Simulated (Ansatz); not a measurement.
A made-up structure of B₂NH₂, doublet:

```xyz
5
angstrom
B -1.6371 -0.9018 1.3847
B -0.5021 -0.2795 0.4295
N 0.4560 0.2479 -0.3847
H -0.0801 0.7107 0.8344
H 0.3861 0.2488 -1.3912
```

It is relaxed with PBE-D4/def2-SVP and then PBE0-D4/def2-TZVP (Ansatz 0.2.0). Atoms count as bonded within 1.22 times the sum of their covalent radii (H–H: 0.88 Å). The end point is not checked to be a true minimum.

Task: Does its bonding change? (A judgement: the text doesn't fix the answer.)

Result: The calculation gives: Yes. Formed: B1–H4; broken: B2–H4.

Where it ends: The first stage lowers the energy by 4.20 eV in 22 steps. It ends as B₂NH₂ ([BH][B][NH]):
| atom | x (Å) | y (Å) | z (Å) |
| --- | --- | --- | --- |
| B1 | -1.0297 | -0.1705 | 1.4164 |
| B2 | -0.2510 | -0.0411 | 0.0139 |
| N3 | 0.2946 | -0.0087 | -1.1038 |
| H4 | -1.1405 | 0.2062 | 2.5307 |
| H5 | 0.7494 | 0.0402 | -1.9845 |

Labels in which every atom is bracketed show which atoms are joined, not bond orders.

For scale, one of the runs: PBE0-D4/def2-TZVP relaxation, 105 basis functions, launched by `ansatz run in.yaml --threads 2 --pin off --events-out ev --progress --plain --max-ram 4352MiB`. Hardware: 2 CPU threads of an Intel Xeon Platinum 8259CL, shared host. Wall time about 21 s.
